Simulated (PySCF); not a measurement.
Gas-phase thermal properties of NH3

Computed with PySCF (xtb for GFN2) and rigid-rotor harmonic-oscillator thermochemistry at 1 bar. The comparison is the NASA 1993 polynomial table, which mixes measured and estimated data. 6-31G* has spherical d functions here. All species are closed-shell singlets. B3LYP is the form with VWN-RPA correlation. The harmonic model lacks anharmonicity and excited electronic states, which grow with temperature; levels with a mode under 35 cm⁻¹ are left out.

| level | point group | σ | ZPE (kJ/mol) | S°298 (J/mol/K) | Cp298 (J/mol/K) | S°1000 (J/mol/K) | H1000 − H298 (kJ/mol) |
|---|---|---|---|---|---|---|---|
| table | - | - | - | 192.8 | 35.6 | 246.4 | 32.6 |
| B3LYP/6-31G* | C3v | 3 | 90.7 | 192.5 | 34.6 | 243.7 | 31.1 |
| GFN2-xTB | C3v | 3 | 88.1 | 192.3 | 34.7 | 244.3 | 31.6 |
| HF/6-31G* | C3v | 3 | 97.1 | 192.0 | 34.3 | 241.9 | 30.3 |
| PBE/def2-SVP | C3v | 3 | 87.3 | 192.9 | 35.0 | 245.3 | 31.9 |
| PBE0/def2-TZVP | C3v | 3 | 90.5 | 192.4 | 35.0 | 244.5 | 31.6 |
σ: rotational symmetry number. Electronic degeneracy used: 1. Frequencies are unscaled.
